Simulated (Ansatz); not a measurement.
Species: C₆H₅ (charge -1, singlet). It need not be the lowest isomer of its formula. Whether it binds its extra electron was not tested at this geometry. 
Structure (B3LYP-D3(BJ)/def2-TZVP (Ansatz, a quantum-chemistry and plane-wave program) minimum search):
SMILES: [c-]1ccccc1
```xyz
11

C      0.0067     1.5448     0.0151
C      1.1749     0.7457     0.0128
C      1.1923    -0.6525    -0.0008
C     -0.0059    -1.3638    -0.0133
C     -1.1979    -0.6421    -0.0119
C     -1.1685     0.7559     0.0019
H      2.1539     1.2368     0.0221
H      2.1392    -1.1943    -0.0017
H     -0.0106    -2.4499    -0.0239
H     -2.1494    -1.1757    -0.0215
H     -2.1431     1.2555     0.0022
```
Charge -1, spin multiplicity 1.

Total electronic energies in hartree. Cores are frozen in the correlated levels unless marked. No spin-orbit coupling. Non-relativistic. 

The Hartree-Fock reference is unstable (checked in the largest basis), which strains HF and MP2. 

```
level                               program  energy (Eh)
---------------------------  --------------  -----------
RI-HF/cc-pVTZ                        Ansatz   -230.11000
BLYP-D3(BJ)/def2-TZVPD       Ansatz + dftd3   -231.60025
r2SCAN/def2-TZVPD                    Ansatz   -231.53718
r2SCAN-D4/def2-TZVPD         Ansatz + dftd4   -231.54004
B3LYP-D3(BJ)/def2-TZVPD      Ansatz + dftd3   -231.70285
PBE0/def2-SVP                        Ansatz   -231.13481
PBE0-D4/def2-TZVP            Ansatz + dftd4   -231.39686
PBE0/def2-TZVP                       Ansatz   -231.38715
BHLYP/def2-TZVPD                     Ansatz   -231.52721
HSE06-D4/def2-TZVPD          Ansatz + dftd4   -231.38742
HSE06/def2-TZVPD                     Ansatz   -231.37847
CAM-B3LYP-D3(BJ)/def2-TZVPD  Ansatz + dftd3   -231.54980
wB97M-V/def2-TZVPD                   Ansatz   -231.57993
wB97X-V/def2-TZVPD                   Ansatz   -231.60523
B2PLYP-D3(BJ)/def2-TZVPD     Ansatz + dftd3   -231.47468
B2PLYP/def2-TZVPD                    Ansatz   -231.46660
MP2/6-31G                            Ansatz   -230.45407
SCS-MP2/STO-3G                       Ansatz          [?]
CCSD/STO-3G                          Ansatz   -227.47841
CCSD/cc-pVDZ                         Ansatz   -230.87389
CCSD(T)/6-31G*                       Ansatz   -230.85150
CCSD(T)/aug-cc-pVDZ                  Ansatz          [?]
```

Fill in the missing entries.


- SCS-MP2/STO-3G, energy (Eh): -227.41930
- CCSD(T)/aug-cc-pVDZ, energy (Eh): -230.96777
